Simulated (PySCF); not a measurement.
## EPR parameters of C3H3FNS

Species: C₃H₃FNS (doublet state).
SMILES with atom numbers: `[N:1]#[C:2][C:3]([F:4])[CH2:5][SH:6]` (hydrogens: H7, H8 on C5; H9 on S6)

Geometry (GFN2-xTB, Å), atoms numbered from 1 in this order:
```
atom  x, y, z in Å
N1     2.8935   -0.1356   -0.0307
C2     1.7609   -0.3475   -0.1383
C3     0.4128   -0.6065   -0.2125
F4    -0.0363   -1.3893   -1.2117
C5    -0.6032    0.0170    0.6332
S6    -1.0957    1.6518   -0.1389
H7    -1.5027   -0.5902    0.7139
H8    -0.2140    0.2868    1.6119
H9    -1.6019    1.1195   -1.2521
```

The hyperfine couplings belong to this conformer and change with its torsions.

Computed with UKS B3LYP, pcH-1 on C F H N S, non-relativistic, mean-field spin-orbit, GIAO (PySCF 2.14.0). Geometry: GFN2-xTB, one conformer, isolated molecule. The geometry wasn't refined by DFT: couplings that depend on bond lengths, twists or pyramidal angles can differ widely from those at the functional's own minimum. No stability test was run, so a lower SCF solution isn't excluded.

```json
{"g1, g2, g3": "2.00230, 2.00280, 2.00574", "g_iso": "2.00361", "Form of g": "close to axial: the two nearest values differ by 14 % of g3 − g1", "⟨S²⟩": "0.7630 (exact 0.7500)", "α and β electrons": "27, 26", "Total energy": "-668.85161 Eh", "Basis functions": "190"}
```

Isotropic coupling and dipolar principal values T1 to T3, in MHz; ρ(0) is the spin density at the nucleus:

| atom | isotope | a_iso | of which spin–orbit | T1 | T2 | T3 | Mulliken spin population | ρ(0) (bohr⁻³) |
| --- | --- | --- | --- | --- | --- | --- | --- | --- |
| N1 | 14N | 8.1 | 0.0 | -16.7 | -12.9 | 29.6 | 0.35 | 0.0253 |
| C2 | 13C | -57.9 | 0.0 | -17.4 | -2.0 | 19.4 | -0.18 | -0.0515 |
| C3 | 13C | 76.1 | 0.1 | -69.0 | -67.6 | 136.5 | 0.70 | 0.0676 |
| F4 | 19F | 118.2 | 0.6 | -226.5 | -185.3 | 411.8 | 0.06 | 0.0279 |
| C5 | 13C | -25.7 | 0.0 | -3.2 | 0.3 | 2.8 | -0.06 | -0.0228 |
| S6 | 33S | 12.4 | 0.1 | -16.4 | -14.3 | 30.7 | 0.13 | 0.0359 |
| H7 | 1H | 15.9 | 0.0 | -4.0 | -3.0 | 7.0 | 0.01 | 0.0036 |
| H8 | 1H | 20.9 | 0.0 | -4.2 | -2.9 | 7.0 | 0.01 | 0.0047 |
| H9 | 1H | -4.7 | 0.1 | -5.4 | 0.2 | 5.3 | 0.00 | -0.0011 |

Largest spin populations (Mulliken): C3 (+0.70), N1 (+0.35), C2 (-0.18) and S6 (+0.13). The positive populations add up to 1.25 and the negative ones to -0.25, together 2S = 1. The angles at C3 add up to 359.7°, so it is planar.

Axes: g3 points within 13° of the C3–C5 bond.

Under fast tumbling the dipolar parts average out, and these isotropic splittings remain: 1 × 19F (F4, I = 1/2, 2 lines) with 4.21 mT, 2 × 1H (H7/H8, I = 1/2, 3 lines) with 0.65 mT, 1 × 14N (N1, I = 1, 3 lines) with 0.29 mT and 1 × 1H (H9, I = 1/2, 2 lines) with 0.17 mT.

Nuclei that the bonding pattern makes equivalent are averaged, as if the motion that swaps them (rotation, inversion, ring flip) were fast.

The 33S coupling of S6 (12.4 MHz) shows only in satellite lines or after enrichment, since that isotope makes up about 0.76 % of natural sulfur.

The 13C coupling of C3 (76.1 MHz) shows only in satellite lines or after enrichment, since that isotope makes up about 1.07 % of natural carbon.
